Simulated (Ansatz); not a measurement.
Reaction (SMILES): N (NH3) + H+ → [NH4+]
B3LYP-D3(BJ)/def2-TZVP geometries, fixed; electronic energies without zero-point terms; positive where energy is released.

How fast the proton affinity converges with the basis for several methods (Ansatz, an electronic-structure program): deviation from each method's own reference, in kcal/mol. References: B3LYP 211.31 kcal/mol, the value in aug-pcseg-3; CCSD(T) 212.25 kcal/mol, Hartree-Fock in cc-pVQZ plus the correlation part extrapolated as X^-3 from cc-pVTZ and cc-pVQZ; HF 215.86 kcal/mol, the value in aug-cc-pVQZ; MP2 210.49 kcal/mol, Hartree-Fock in aug-cc-pVQZ plus the correlation part extrapolated as X^-3 from aug-cc-pVTZ and aug-cc-pVQZ; PBE 210.82 kcal/mol, the value in aug-pcseg-3; r2SCAN 212.84 kcal/mol, the value in aug-pcseg-3. Cartesian d functions, on some or all atoms, in 6-31G*; all else is spherical. In correlated methods cores are frozen. No added dispersion term, no relativity. 

```
basis              functions  B3LYP  CCSD(T)     HF  MP2    PBE  r2SCAN
-----------------  ---------  -----  -------  -----  ---  -----  ------
3-21G                     17  18.80    20.44  11.92  [?]  20.18   17.33
pcseg-0                   17   9.21    11.39   3.16  [?]  10.44    8.19
6-31G*                    23   5.84     5.92   1.45  [?]   6.57    4.25
pcseg-1                   34   1.32     4.45  -0.65  [?]   1.72    0.47
cc-pVDZ                   34   5.76     7.82   3.43  [?]   6.21    4.74
def2-TZVP                 55   0.90     1.05   0.27  [?]   1.25    0.64
6-311++G(3df,3pd)        111  -0.34    -0.25  -0.41  [?]  -0.24   -0.48
cc-pVQZ                  175   0.98     0.70   0.52  [?]   1.21    0.74
```

### Question
Some entries are withheld; supply them.

### Answer

- 3-21G, MP2: 21.01
- pcseg-0, MP2: 11.85
- 6-31G*, MP2: 6.70
- pcseg-1, MP2: 4.77
- cc-pVDZ, MP2: 8.40
- def2-TZVP, MP2: 1.59
- 6-311++G(3df,3pd), MP2: 0.36
- cc-pVQZ, MP2: 1.36

Mean absolute deviation over def2-TZVP, 6-311++G(3df,3pd): HF 0.34, r2SCAN 0.56, B3LYP 0.62, CCSD(T) 0.65, PBE 0.74, MP2 0.97 kcal/mol.
